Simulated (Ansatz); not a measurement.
Ansatz (a first-principles code) input (B3LYP-D3(BJ)/def2-TZVP):

Ansatz 0.2 input:
```yaml
crystal:
  periodic: [false, false, false]
  atoms:
    - {symbol: C, position_ang: [1.26685564, 0.06866209, -0.09502111]}
    - {symbol: C, position_ang: [0.00340786, -0.07066892, 0.38584788]}
    - {symbol: C, position_ang: [-1.26850322, -0.03449626, -0.09152220]}
    - {symbol: H, position_ang: [1.52547013, -0.14430834, -1.14291967]}
    - {symbol: H, position_ang: [2.10459149, 0.36655019, 0.53354538]}
    - {symbol: H, position_ang: [-1.54432028, 0.53520516, -0.99135246]}
    - {symbol: H, position_ang: [-2.09630303, -0.53842847, 0.40489928]}
basis:
  gaussian:
    orbitals: def2-TZVP
hamiltonian:
  xc: b3lyp
  dispersion: d3bj
total_charge: -1
magnetization: {spin_polarized: true, initial_magnetization: 1}
phonons: {temperatures: {t_min: 298.15, t_max: 298.15, t_step: 100}}
```

Output:

```
Functional definition: B3LYP
integrals: 0.03 GiB planned
716 factors; their error is unknown
mean field: 0.39 GiB planned
mean field evaluation 1: about -3170.9512 eV, gradient 2.7e1 eV
mean field evaluation 2: about -3168.4107 eV, gradient 3.4e1 eV
mean field evaluation 4: about -3174.5640 eV, gradient 2.4e0 eV
mean field evaluation 8: about -3174.5908 eV, gradient 8.3e-2 eV
mean field evaluation 16: about -3174.5854 eV, gradient 6.8e-4 eV
mean field -3174.58542002 eV, -116.6638623744 hartree, gradient 2.8e-5 eV, S^2 0.754857; 0 other end points of the search recorded, 0 dependent functions left out
the calculation of the forces begins
reference -3174.58563782 eV, -116.6638703784 hartree; 12, 11 occupied and 105, 106 virtual orbitals, 716 factors
these checks for a lower state are left out or cut short: stability, starts, cluster_reference, orbital_swaps, neighbouring_geometries, increment
integrals: 0.03 GiB planned
716 factors; their error is unknown
mean field: 0.39 GiB planned
mean field -3174.58525757 eV, -116.6638564044 hartree, gradient 1.8e-6 eV, S^2 0.754861; 0 other end points of the search recorded, 0 dependent functions left out
the calculation of the forces begins
reference -3174.58547548 eV, -116.6638644124 hartree; 12, 11 occupied and 105, 106 virtual orbitals, 716 factors
these checks for a lower state are left out or cut short: stability, starts, cluster_reference, orbital_swaps, neighbouring_geometries, increment
integrals: 0.03 GiB planned
716 factors; their error is unknown
mean field: 0.39 GiB planned
mean field evaluation 32: about -3174.5852 eV, gradient 1.9e-4 eV
mean field -3174.58519850 eV, -116.6638542338 hartree, gradient 1.5e-6 eV, S^2 0.754854; 0 other end points of the search recorded, 0 dependent functions left out
the calculation of the forces begins
reference -3174.58541619 eV, -116.6638622338 hartree; 12, 11 occupied and 105, 106 virtual orbitals, 716 factors
these checks for a lower state are left out or cut short: stability, starts, cluster_reference, orbital_swaps, neighbouring_geometries, increment
integrals: 0.03 GiB planned
716 factors; their error is unknown
mean field: 0.39 GiB planned
mean field -3174.58539295 eV, -116.6638613795 hartree, gradient 1.6e-6 eV, S^2 0.754855; 0 other end points of the search recorded, 0 dependent functions left out
the calculation of the forces begins
reference -3174.58561084 eV, -116.6638693868 hartree; 12, 11 occupied and 105, 106 virtual orbitals, 716 factors
these checks for a lower state are left out or cut short: stability, starts, cluster_reference, orbital_swaps, neighbouring_geometries, increment
integrals: 0.03 GiB planned
716 factors; their error is unknown
mean field: 0.39 GiB planned
mean field -3174.58539596 eV, -116.6638614902 hartree, gradient 1.5e-6 eV, S^2 0.754859; 0 other end points of the search recorded, 0 dependent functions left out
the calculation of the forces begins
reference -3174.58561367 eV, -116.6638694911 hartree; 12, 11 occupied and 105, 106 virtual orbitals, 716 factors
these checks for a lower state are left out or cut short: stability, starts, cluster_reference, orbital_swaps, neighbouring_geometries, increment
integrals: 0.03 GiB planned
716 factors; their error is unknown
mean field: 0.39 GiB planned
mean field -3174.58527241 eV, -116.6638569497 hartree, gradient 1.5e-6 eV, S^2 0.754853; 0 other end points of the search recorded, 0 dependent functions left out
the calculation of the forces begins
reference -3174.58549026 eV, -116.6638649557 hartree; 12, 11 occupied and 105, 106 virtual orbitals, 716 factors
these checks for a lower state are left out or cut short: stability, starts, cluster_reference, orbital_swaps, neighbouring_geometries, increment
integrals: 0.03 GiB planned
[...]
the calculation of the forces begins
reference -3174.58561926 eV, -116.6638696964 hartree; 12, 11 occupied and 105, 106 virtual orbitals, 716 factors
these checks for a lower state are left out or cut short: stability, starts, cluster_reference, orbital_swaps, neighbouring_geometries, increment
integrals: 0.03 GiB planned
716 factors; their error is unknown
mean field: 0.39 GiB planned
mean field -3174.58528304 eV, -116.6638573404 hartree, gradient 1.4e-6 eV, S^2 0.754876; 0 other end points of the search recorded, 0 dependent functions left out
the calculation of the forces begins
reference -3174.58550080 eV, -116.6638653432 hartree; 12, 11 occupied and 105, 106 virtual orbitals, 716 factors
these checks for a lower state are left out or cut short: stability, starts, cluster_reference, orbital_swaps, neighbouring_geometries, increment
integrals: 0.03 GiB planned
716 factors; their error is unknown
mean field: 0.39 GiB planned
mean field -3174.58527282 eV, -116.6638569651 hartree, gradient 1.7e-6 eV, S^2 0.754839; 0 other end points of the search recorded, 0 dependent functions left out
the calculation of the forces begins
reference -3174.58549066 eV, -116.6638649703 hartree; 12, 11 occupied and 105, 106 virtual orbitals, 716 factors
these checks for a lower state are left out or cut short: stability, starts, cluster_reference, orbital_swaps, neighbouring_geometries, increment
integrals: 0.03 GiB planned
716 factors; their error is unknown
mean field: 0.39 GiB planned
mean field evaluation 96: about -3174.5854 eV, gradient 2.5e-6 eV
mean field -3174.58542233 eV, -116.6638624592 hartree, gradient 2.5e-6 eV, S^2 0.754861; 0 other end points of the search recorded, 0 dependent functions left out
the calculation of the forces begins
reference -3174.58564011 eV, -116.6638704625 hartree; 12, 11 occupied and 105, 106 virtual orbitals, 716 factors
these checks for a lower state are left out or cut short: stability, starts, cluster_reference, orbital_swaps, neighbouring_geometries, increment
integrals: 0.03 GiB planned
716 factors; their error is unknown
mean field: 0.39 GiB planned
mean field -3174.58538141 eV, -116.6638609556 hartree, gradient 2.3e-6 eV, S^2 0.754853; 0 other end points of the search recorded, 0 dependent functions left out
the calculation of the forces begins
reference -3174.58559923 eV, -116.6638689605 hartree; 12, 11 occupied and 105, 106 virtual orbitals, 716 factors
these checks for a lower state are left out or cut short: stability, starts, cluster_reference, orbital_swaps, neighbouring_geometries, increment
integrals: 0.03 GiB planned
716 factors; their error is unknown
mean field: 0.39 GiB planned
mean field -3174.58541102 eV, -116.6638620436 hartree, gradient 2.7e-6 eV, S^2 0.754858; 0 other end points of the search recorded, 0 dependent functions left out
the calculation of the forces begins
reference -3174.58562877 eV, -116.6638700461 hartree; 12, 11 occupied and 105, 106 virtual orbitals, 716 factors
these checks for a lower state are left out or cut short: stability, starts, cluster_reference, orbital_swaps, neighbouring_geometries, increment
integrals: 0.03 GiB planned
716 factors; their error is unknown
mean field: 0.39 GiB planned
mean field -3174.58541432 eV, -116.6638621651 hartree, gradient 1.5e-6 eV, S^2 0.754857; 0 other end points of the search recorded, 0 dependent functions left out
the calculation of the forces begins
reference -3174.58563217 eV, -116.6638701707 hartree; 12, 11 occupied and 105, 106 virtual orbitals, 716 factors
these checks for a lower state are left out or cut short: stability, starts, cluster_reference, orbital_swaps, neighbouring_geometries, increment
integrals: 0.03 GiB planned
716 factors; their error is unknown
mean field: 0.39 GiB planned
mean field -3174.58532670 eV, -116.6638589448 hartree, gradient 1.5e-6 eV, S^2 0.754849; 0 other end points of the search recorded, 0 dependent functions left out
the calculation of the forces begins
reference -3174.58554447 eV, -116.6638669479 hartree; 12, 11 occupied and 105, 106 virtual orbitals, 716 factors
these checks for a lower state are left out or cut short: stability, starts, cluster_reference, orbital_swaps, neighbouring_geometries, increment
integrals: 0.03 GiB planned
716 factors; their error is unknown
mean field: 0.39 GiB planned
mean field evaluation 128: about -3174.5853 eV, gradient 1.8e-6 eV
mean field -3174.58534483 eV, -116.6638596114 hartree, gradient 1.8e-6 eV, S^2 0.754866; 0 other end points of the search recorded, 0 dependent functions left out
the calculation of the forces begins
reference -3174.58556266 eV, -116.6638676164 hartree; 12, 11 occupied and 105, 106 virtual orbitals, 716 factors
these checks for a lower state are left out or cut short: stability, starts, cluster_reference, orbital_swaps, neighbouring_geometries, increment
integrals: 0.03 GiB planned
716 factors; their error is unknown
mean field: 0.39 GiB planned
mean field -3174.58537384 eV, -116.6638606775 hartree, gradient 2.0e-6 eV, S^2 0.754857; 0 other end points of the search recorded, 0 dependent functions left out
the calculation of the forces begins
reference -3174.58559161 eV, -116.6638686803 hartree; 12, 11 occupied and 105, 106 virtual orbitals, 716 factors
these checks for a lower state are left out or cut short: stability, starts, cluster_reference, orbital_swaps, neighbouring_geometries, increment
integrals: 0.03 GiB planned
716 factors; their error is unknown
mean field: 0.39 GiB planned
mean field -3174.58533521 eV, -116.6638592579 hartree, gradient 1.5e-6 eV, S^2 0.754858; 0 other end points of the search recorded, 0 dependent functions left out
the calculation of the forces begins
reference -3174.58555305 eV, -116.6638672631 hartree; 12, 11 occupied and 105, 106 virtual orbitals, 716 factors
these checks for a lower state are left out or cut short: stability, starts, cluster_reference, orbital_swaps, neighbouring_geometries, increment
integrals: 0.03 GiB planned
716 factors; their error is unknown
mean field: 0.39 GiB planned
mean field -3174.58541284 eV, -116.6638621105 hartree, gradient 2.6e-6 eV, S^2 0.754859; 0 other end points of the search recorded, 0 dependent functions left out
the calculation of the forces begins
reference -3174.58563061 eV, -116.6638701136 hartree; 12, 11 occupied and 105, 106 virtual orbitals, 716 factors
these checks for a lower state are left out or cut short: stability, starts, cluster_reference, orbital_swaps, neighbouring_geometries, increment
integrals: 0.03 GiB planned
716 factors; their error is unknown
mean field: 0.39 GiB planned
mean field -3174.58540540 eV, -116.6638618372 hartree, gradient 2.6e-6 eV, S^2 0.754856; 0 other end points of the search recorded, 0 dependent functions left out
the calculation of the forces begins
reference -3174.58562323 eV, -116.6638698422 hartree; 12, 11 occupied and 105, 106 virtual orbitals, 716 factors
these checks for a lower state are left out or cut short: stability, starts, cluster_reference, orbital_swaps, neighbouring_geometries, increment
integrals: 0.03 GiB planned
716 factors; their error is unknown
mean field: 0.39 GiB planned
mean field -3174.58538258 eV, -116.6638609986 hartree, gradient 1.8e-6 eV, S^2 0.754857; 0 other end points of the search recorded, 0 dependent functions left out
the calculation of the forces begins
reference -3174.58560038 eV, -116.6638690027 hartree; 12, 11 occupied and 105, 106 virtual orbitals, 716 factors
these checks for a lower state are left out or cut short: stability, starts, cluster_reference, orbital_swaps, neighbouring_geometries, increment
integrals: 0.03 GiB planned
716 factors; their error is unknown
mean field: 0.39 GiB planned
mean field evaluation 160: about -3174.5909 eV, gradient 2.6e-1 eV
mean field -3174.58536911 eV, -116.6638605035 hartree, gradient 1.6e-6 eV, S^2 0.754858; 0 other end points of the search recorded, 0 dependent functions left out
the calculation of the forces begins
reference -3174.58558691 eV, -116.6638685074 hartree; 12, 11 occupied and 105, 106 virtual orbitals, 716 factors
Total energy: -3174.74870540 eV, -116.6698630015 hartree
Atom 0 at     1.266856     0.068662    -0.095021 Å, force    -0.001871    -0.000816    -0.001125 eV/Å
Atom 1 at     0.003408    -0.070669     0.385848 Å, force     0.000005    -0.000106     0.000577 eV/Å
Atom 2 at    -1.268503    -0.034496    -0.091522 Å, force     0.001855     0.001168    -0.000795 eV/Å
Atom 3 at     1.525470    -0.144308    -1.142920 Å, force     0.000250    -0.000118    -0.000631 eV/Å
Atom 4 at     2.104591     0.366550     0.533545 Å, force     0.001072     0.000674     0.001415 eV/Å
Atom 5 at    -1.544320     0.535205    -0.991352 Å, force    -0.000260     0.000333    -0.000543 eV/Å
Atom 6 at    -2.096303    -0.538428     0.404899 Å, force    -0.001050    -0.001136     0.001102 eV/Å
Dipole moment:    -0.001244     0.025792    -0.140824 e Å
Vibrations: 318.85 470.78 556.50 568.05 725.79 988.82 1022.67 1095.14 1421.01 1456.86 1576.94 2909.46 2928.61 3070.16 3072.03 cm⁻¹, zero-point energy 1.375088 eV
```
